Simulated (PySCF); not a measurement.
# Molecular orbitals of SiH

revPBE at R = 1.532 Å; PySCF, no relativity, basis sets Si def2-TZVPPD, H def2-TZVPPD. State: ²Π (doublet), unpaired electrons π ↑. Only the outer orbitals are listed, counted within each symmetry.

```
spin  orbital  occ.  ε (eV)  on Si (%)            main shells (%)
   α       4σ     1  -12.00         78            75 Si s, 21 H s
   α       5σ     1   -6.74         72   50 Si p, 27 H s, 19 Si s
   α       2π     1   -4.50         99                    99 Si p
   α       2π     0   -4.13         99                    99 Si p
   α       6σ     0   -0.04         96            82 Si s, 9 Si d
   α       7σ     0    0.51         96  40 Si d, 28 Si p, 27 Si s
   β       4σ     1  -11.39         74            69 Si s, 26 H s
   β       5σ     1   -6.46         73   47 Si p, 26 H s, 24 Si s
   β       2π     0   -3.79         98                    98 Si p
   β       2π     0   -2.76         96                    96 Si p
   β       6σ     0    0.19         97           78 Si s, 14 Si d
```

Problem. Which are the highest filled and the lowest empty level, where do they sit, and how wide is the gap?

Solution. Highest filled α 2π at -4.50 eV (in %: 99 Si p); lowest empty α 2π at -4.13 eV (in %: 99 Si p); the gap at revPBE is 0.37 eV. Both belong to one degenerate shell, split only by its one-sided filling, so this is no excitation gap.

```json
{"bond order (Mayer)": "1.03", "⟨S²⟩": "0.756", "charge on Si (Mulliken, basis-dependent)": "0.03", "charge on Si (Löwdin, basis-dependent)": "0.41", "dipole moment (positive dipole means Si(−)H(+))": "0.10 D"}
```

The state is the lowest determinant that a PBE0 search found; another state may lie lower at other levels.
